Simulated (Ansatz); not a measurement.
# PNH4 (SMILES N=[PH3]): methods side by side

PNH4: 6 atoms, total charge 0, spin state singlet. As SMILES, `N=[PH3]`. The coordinates come from a GFN2-xTB relaxation.

```xyz
6

N     0.6145   -0.7126    0.8681
P    -0.1568    0.2251   -0.0815
H     1.0353   -1.5193    0.4338
H    -1.2997   -0.1796   -0.7813
H     0.4653    0.9308   -1.1183
H    -0.6585    1.2556    0.6793
```

Each level gives the energy change with the N1–P2 bond stretched from 1.541 to 2.312 Å (eV). The values are calculated.

| level | kind | program | value (eV) | less FCI/STO-3G | CPU time (all runs) |
| --- | --- | --- | --- | --- | --- |
| HF/STO-3G (restricted) | Hartree–Fock | Ansatz | 0.54 | -0.46 | 0.28 s |
| BLYP/STO-3G (restricted) | GGA | Ansatz | 1.53 | +0.53 | 2.7 s |
| r2SCAN/STO-3G (restricted) | meta-GGA | Ansatz | 1.88 | +0.88 | 4.7 s |
| BHLYP/STO-3G (restricted) | global hybrid | Ansatz | 1.26 | +0.26 | 2.2 s |
| wB97M-V/STO-3G (restricted) | range-separated hybrid | Ansatz | 1.50 | +0.50 | 39 s |
| wB97X/STO-3G (restricted) | range-separated hybrid | Ansatz | 1.54 | +0.54 | 10 s |
| RPA@PBE/STO-3G (restricted) | RPA | Ansatz | 0.32 | -0.68 | 5 s |
| MP2/STO-3G (restricted) | perturbation theory | Ansatz | 1.12 | +0.12 | 0.32 s |
| BCCD(T)/STO-3G (restricted) | coupled cluster or CI | Ansatz | 1.00 | 0.00 | 0.57 s |
| FCI/STO-3G | exact in the basis | Ansatz | 1.00 | 0.00 | 7.2 s |

FCI/STO-3G is exact within its basis and frozen core, so for wave-function methods in that basis the difference is their error; functionals converge differently with the basis, so for them it is only a difference. The first shape isn't each level's own minimum. The values span 0.32 to 1.88 eV. All rows use very small basis sets, so even the best lies far from the true value. CPU times are rough (shared hosts, several kinds of processor): they show what a rung costs within a factor of a few.
